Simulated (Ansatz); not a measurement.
Volume per atom (Å³/atom) of solids drawn from the class of oxides, at two levels: PBE in Ansatz (PAW), and PBEsol in Ansatz (PAW).

```json
[
 {"solid": "hematite (α-Fe2O3)", "PBE": "10.04", "PBEsol": "9.53"},
 {"solid": "anatase TiO2 (metastable phase)", "PBE": "11.67", "PBEsol": "?"},
 {"solid": "rutile CrO2", "PBE": "9.62", "PBEsol": "9.28"},
 {"solid": "stishovite (SiO2)", "PBE": "8.05", "PBEsol": "7.86"},
 {"solid": "antiferromagnetic (type II) rock-salt NiO", "PBE": "9.21", "PBEsol": "8.74"},
 {"solid": "corundum Cr2O3", "PBE": "9.72", "PBEsol": "9.29"},
 {"solid": "SiO2 (P4₁2₁2, No. 92)", "PBE": "15.31", "PBEsol": "14.80"},
 {"solid": "rutile PbO2", "PBE": "14.82", "PBEsol": "14.21"}
]
```

Q: Estimate the withheld PBEsol value from the other rows.

A: One way: carry over the typical ratio. The ratios PBEsol / PBE of the other rows, in order: 0.9490, 0.9492, 0.9558, 0.9588, 0.9647, 0.9667, 0.9764; median 0.9588. Anatase TiO2 (metastable phase): 11.67 × 0.9588 = 11.19 Å³/atom; the run gives 11.31 Å³/atom. The ratios spread from 0.9490 to 0.9764, so such an estimate is rough.

Over all 8 rows PBEsol is the larger in 0.

Database compounds that came out metallic weren't drawn.

Ansatz's runs of these crystals have no spin polarisation, but for hematite (α-Fe2O3), rutile CrO2, antiferromagnetic (type II) rock-salt NiO, corundum Cr2O3.

Density-functional runs with spin start from opposed moments for hematite (α-Fe2O3), parallel moments for rutile CrO2, opposed moments for antiferromagnetic (type II) rock-salt NiO, opposed moments for corundum Cr2O3.

Spin–orbit coupling is left out, also for the solids with elements from indium on (rutile PbO2); its size isn't shown.

Ansatz's density-functional and Hartree–Fock values are scalar-relativistic unless marked +SOC, with PAW data made under PBE.

Ansatz is a first-principles code.
